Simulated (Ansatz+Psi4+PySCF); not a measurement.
The numbers below are computed, except where a source is named.
Input for Ansatz (development build ahead of 0.2.0):

```yaml
crystal:
  periodic: [false, false, false]
  atoms:
    - { symbol: "N", position_ang: [0.0, 0.0, 0.12993] }
    - { symbol: H, position_ang: [0.0, 0.0, -1.42922] }
basis:
  gaussian: { orbitals: cc-pVTZ }
magnetization:
  initial_magnetization: 2
hamiltonian:
  xc: hf
correlation:
  method: mp2
  frozen_orbitals: { H: 0, "N": 1 }
scf:
  omitted_lower_state_checks: [stability, starts, atomic_configurations, cluster_reference, orbital_swaps, given_window_search, neighbouring_geometries, increment]
```

The input is written out in the form of the current development build from the run's settings. Correlation on restricted open-shell orbitals is semicanonical, with singles.

The run gave:

```yaml
Converged: yes
Reference_energy: -54.88242 hartree
Correlation_energy: -0.15597 hartree
Total_energy: -55.03838 hartree
Spin_squared_of_the_determinant: 2.000
Occupied_orbitals_by_symmetry_in_an_Abelian_subgroup_alpha;_beta: 3 A1 1 B1 1 B2; 3 A1
```

Caution: large amplitudes, a single reference is doubtful; an unrestricted determinant lies well below.
